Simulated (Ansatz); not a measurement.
# AlNH (quartet): the correlation ladder at distance N2–H3 = 0.804 Å, 6-31G

Aim: climb from Hartree-Fock through coupled cluster and multireference methods for AlNH (quartet) at one geometry and basis, and see what each rung misses.

Computed with Ansatz 0.2.0, Gaussian basis. Level: 6-31G, core rule «outside noble gas», up to 6 orbitals frozen.

To be run: UHF; CCSD(T) on ROHF; CCSD(T) on UHF; BCCD(T) on ROHF; CISD; CCSDT(Q) on ROHF; CCSDT(Q) on UHF; CCSDTQ on ROHF; CASSCF and MRCISD+Q, 5 electrons in 5 orbitals; CASSCF and NEVPT2, 5 electrons in 5 orbitals; CASSCF and MRCISD+Q, 9 electrons in 9 orbitals; CASSCF and MRCISD+Q(relaxed), 9 electrons in 9 orbitals; CASSCF and NEVPT2, 9 electrons in 9 orbitals; Full CI.

20 further runs of the same task are left out: 6 for a known fault of the program, 12 that didn't finish, 2 set aside as unsound or not needed.

## 1. What is computed

The geometry derives from a PBE0/def2-TZVP stationary point (not a proven minimum). One bond is set to the value named and the two fragments are kept rigid.

3 atoms, charge 0, spin multiplicity 4.

Atoms are counted from 1 here; the program's logs count them from 0.

Bond lengths: Al1–N2 1.909 Å, N2–H3 0.804 Å. Angles: Al1–N2–H3 108.4°.

## 2. UHF

File in.yaml:

```yaml
crystal:
  periodic: [false, false, false]
  atoms:
    - {symbol: Al, position_ang: [0.000000, -0.036849, 0.687844]}
    - {symbol: N, position_ang: [0.000000, 0.115912, -1.215005]}
    - {symbol: H, position_ang: [0.000000, -0.624345, -1.528749]}
basis:
  gaussian: {orbitals: 6-31G}
magnetization: {spin_polarized: true, initial_magnetization: 3}
hamiltonian: {xc: hf}
output: {orbitals: {seedname: orbitals}}
```

The run is started by

```bash
> ansatz run in.yaml --threads 1 --pin off --events-out ev --progress --plain --max-ram 2393MiB
```

The runs that follow: CCSD(T) on ROHF; CCSD(T) on UHF; BCCD(T) on ROHF; CISD; CCSDT(Q) on ROHF; CCSDT(Q) on UHF; CCSDTQ on ROHF; CASSCF and MRCISD+Q, 5 electrons in 5 orbitals; CASSCF and NEVPT2, 5 electrons in 5 orbitals; CASSCF and MRCISD+Q, 9 electrons in 9 orbitals; CASSCF and MRCISD+Q(relaxed), 9 electrons in 9 orbitals; CASSCF and NEVPT2, 9 electrons in 9 orbitals; Full CI.

Before running them: what should the planned runs give, taken together? Wanted: FCI below the RHF energy; RMP2 from FCI; UMP2 from FCI; RCCSD from FCI; RCCSD(T) from FCI; UCCSD(T) from FCI; RCCSDT(Q) from FCI; UCCSDT(Q) from FCI; NEVPT2 pair from FCI.

**Answer**, as computed:

```
                         quantity                                                                                                  value
         FCI below the RHF energy                                                                                             -3.0908 eV
                    RMP2 from FCI                                                                                             +547.0 meV
                    UMP2 from FCI                                                                                             +540.5 meV
                   RCCSD from FCI                                                                                              +90.9 meV
                RCCSD(T) from FCI                                                                                              +22.6 meV
                UCCSD(T) from FCI                                                                                              +21.7 meV
               RCCSDT(Q) from FCI                                                                                               +0.3 meV
               UCCSDT(Q) from FCI                                                                                               -1.6 meV
             NEVPT2 pair from FCI                                                                                             +454.4 meV
           MRCISD+Q pair from FCI                                                                                              +55.1 meV
          NEVPT2 valence from FCI                                                                                             +389.8 meV
levels within 1 kcal/mol (43 meV)  RCCSD(T), UCCSD(T), BCCD(T), RCCSDT, UCCSDT, RCCSDT(Q), UCCSDT(Q), RCCSDTQ, MRCISD+Q(relaxed) valence
                    T1 diagnostic                                                                                                  0.042
   effectively unpaired electrons                                                                                                   3.03
```

In words: RCCSD(T) lands +22.6 meV from the yardstick (0.7 % of the correlation energy). MRCISD+Q(relaxed) valence falls below full CI: the +Q correction isn't variational, and the cores differ from full CI's. The occupations are near whole numbers, but T1 = 0.042 shows that the orbitals relax strongly. Of the multireference levels listed MRCISD+Q(relaxed) valence comes nearest in total energy (-2.0 meV), which doesn't show that its space is the better one. These misses are within one basis, not against nature; the frozen cores of restricted and unrestricted runs differ, which can shift their rows.
